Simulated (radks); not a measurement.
# F³⁺ in [He] 2s2 2p2: an all-electron calculation

One table from this session's results is given with a row withheld; the runs are named, their logs left out.

Method: non-relativistic Kohn-Sham, LDA (Slater exchange, Perdew-Wang correlation), spin-polarised, spherical densities, point nucleus; open shells are filled with parallel spins first. Code: radks (a radial shooting solver on a logarithmic mesh, Libxc functionals) version 1.

## The system

```
element       : fluorine (Z = 9)
charge        : +3
electrons     : 6
configuration : [He] 2s2 2p2
```

The outer shells:

F³⁺
```
[He] core
2s [↑↓]
2p [↑ ][↑ ][  ]
```

The first run:

Input:

```text
Z 9
configuration [He] 2s2 2p2
relativity non-relativistic
functional lda,pw
spin polarised
nucleus point
```

One of the session's tables, all rows but one given; the rest of the session is left out.

It belongs to the step «Shells». Radial moments (bohr):

| level | <r> | outermost maximum (interpolated) | 90 % within |
| --- | --- | --- | --- |
| 1s up | 0.1774 | 0.115 | 0.318 |
| 1s down | ? | ? | ? |
| 2s up | 0.8747 | 0.717 | 1.36 |
| 2s down | 0.8929 | 0.726 | 1.40 |
| 2p up | 0.8179 | 0.616 | 1.35 |
| 2p down | 0.8453 | 0.630 | 1.40 |

Estimate the missing values for 1s down.

The run gave: <r>: 0.1768; outermost maximum (interpolated): 0.115; 90 % within: 0.316. In the column «<r>» it is the lowest.

Limits of these values: Open shells are spherical and high-spin; term and fine-structure splittings are not resolved.
